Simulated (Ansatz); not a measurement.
Tuning the range parameter of LC-ωPBE so that −HOMO meets the ionisation energy; basis def2-TZVPD, Ansatz. System: Li2O⁻ (the lowest doublet isomer of a short search). The state is a doublet with charge -1. Geometry: PBE-D4/def2-TZVPD. The ionised state is a singlet, and HOMO is the level of the spin that leaves.

Geometry of the doublet:

```xyz
3

Li    0.621    0.284    1.339
Li   -0.258   -0.614   -1.348
O    -0.364    0.330    0.009
```

At LC-ωPBE (ω = 0.10 bohr⁻¹)/def2-TZVPD the highest occupied level of the charge -1 doublet lies above zero (up to 0.10 eV). Energy differences disagree on whether the electron is bound (positive means bound): 0.14 eV (vertical, against the charge 0 singlet, at LC-ωPBE (ω = 0.10 bohr⁻¹)/def2-TZVPD), but -0.16 eV at CCSD/def2-TZVPPD. The structure comes from a short search, and lower isomers may exist.

```json
{"ω (1/bohr)": "0.1", "HOMO (eV)": "0.10", "LUMO (eV)": "2.23", "vertical IE (eV)": "0.14", "HOMO + IE (eV)": "0.24"}
{"ω (1/bohr)": "0.15", "HOMO (eV)": "-0.04", "LUMO (eV)": "2.34", "vertical IE (eV)": "0.08", "HOMO + IE (eV)": "0.03"}
{"ω (1/bohr)": "0.2", "HOMO (eV)": "-0.08", "LUMO (eV)": "2.37", "vertical IE (eV)": "0.03", "HOMO + IE (eV)": "-0.06"}
{"ω (1/bohr)": "0.3", "HOMO (eV)": "-0.07", "LUMO (eV)": "2.38", "vertical IE (eV)": "-0.04", "HOMO + IE (eV)": "-0.11"}
```

Q: Where does the tuning condition hold?

A: Near ω = 0.17 bohr⁻¹, by linear interpolation.
